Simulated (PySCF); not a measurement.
**Oscillator strengths, rates and cross-sections**

Species: C5H12P (charge +1).
Z-matrix (Å and degrees, PBE0-D3(BJ)/def2-SVP geometry), rows numbered from 1:
```
C 
C   1  1.3337
C   2  1.5004  1  123.83
P   3  1.8166  2  111.36  1   106.02
C   4  1.7975  3  111.72  2   173.60
C   4  1.7945  3  110.61  2   -61.36
H   1  1.0949  2  121.84  3     0.87
H   1  1.0929  2  121.04  3   179.09
H   2  1.0960  1  119.82  3  -179.27
H   3  1.1037  2  112.21  1  -134.39
H   3  1.1034  2  112.13  1   -13.23
H   4  1.4114  3  107.22  2    55.74
H   5  1.1004  4  109.44  3    61.89
H   5  1.0998  4  109.68  3   -58.03
H   5  1.0999  4  109.91  3  -178.10
H   6  1.0998  4  109.03  3    54.37
H   6  1.0997  4  110.04  3   174.67
H   6  1.1005  4  109.33  3   -65.10
```

Method: PySCF 2.14.0, density-fitted response routines, TDDFT CAM-B3LYP/def2-SVPD, vertical, gas phase, core orbitals frozen in the response.

Computed singlets with f of 0.002 or more:

```csv
state,λ (nm),f
S1,174.6,0.336
S2,165.7,0.020
S3,160.6,0.091
S4,157.1,0.0078
S5,153.9,0.012
S6,153.1,0.0023
S7,144.3,0.056
S8,138.6,0.031
S9,136.3,0.0071
```

Question: Give A, τ, |μ| and ∫σ dE for each state.

Answer: For one non-degenerate pair of states in vacuum, A = 0.6670 f ν̃² s⁻¹ with ν̃ in cm⁻¹, τ = 1/A, |μ|² = 3f / (2ΔE) in atomic units, and the integrated cross-section is ∫σ dE = 109.76 f Mb·eV.

```json
{"state": "S1", "A (s⁻¹)": "7.4×10⁸", "τ": "1.4 ns", "|μ| (D)": "3.53", "∫σ dE (Mb·eV)": "37"}
{"state": "S2", "A (s⁻¹)": "4.8×10⁷", "τ": "21 ns", "|μ| (D)": "0.83", "∫σ dE (Mb·eV)": "2.2"}
{"state": "S3", "A (s⁻¹)": "2.3×10⁸", "τ": "4.3 ns", "|μ| (D)": "1.76", "∫σ dE (Mb·eV)": "9.9"}
{"state": "S4", "A (s⁻¹)": "2.1×10⁷", "τ": "48 ns", "|μ| (D)": "0.51", "∫σ dE (Mb·eV)": "0.85"}
{"state": "S5", "A (s⁻¹)": "3.3×10⁷", "τ": "31 ns", "|μ| (D)": "0.62", "∫σ dE (Mb·eV)": "1.3"}
{"state": "S6", "A (s⁻¹)": "6.5×10⁶", "τ": "150 ns", "|μ| (D)": "0.27", "∫σ dE (Mb·eV)": "0.25"}
{"state": "S7", "A (s⁻¹)": "1.8×10⁸", "τ": "5.5 ns", "|μ| (D)": "1.31", "∫σ dE (Mb·eV)": "6.2"}
{"state": "S8", "A (s⁻¹)": "1.1×10⁸", "τ": "9.4 ns", "|μ| (D)": "0.95", "∫σ dE (Mb·eV)": "3.4"}
{"state": "S9", "A (s⁻¹)": "2.6×10⁷", "τ": "39 ns", "|μ| (D)": "0.45", "∫σ dE (Mb·eV)": "0.78"}
```

Leading configurations: S1 H→L (96%); S2 H→L+1 (64%); S3 H→L+4 (38%); S4 H→L+2 (47%); S5 H→L+4 (38%); S6 H-1→L (74%); S7 H→L+6 (62%); S8 H→L+8 (36%); S9 H-2→L (28%) (H = HOMO, L = LUMO).

The rates are for emission to S0 at the absorption energy, with no other channel.

Question: By what factor does the largest A in the list exceed the smallest?

Answer: S1 has 110 times the rate of S6.

Question: Suppose S1 emitted 0.3 eV lower with the same transition dipole. How would A change?

Answer: At fixed |μ|, A goes as the cube of the energy: (6.80/7.10)³ = 0.88, which makes τ about 1.5 ns.

Question: Which computed singlets stay under f = 0.002?

Answer: S10 (9.13 eV, f 0.0018).

All these states lie below the vertical ionisation energy of 13.99 eV (ΔSCF).

On an AMD EPYC 9R45 with one thread, on a shared host, this took 79 s of wall time and 1.1 GiB of memory at its peak.

One conformer stands for the species.
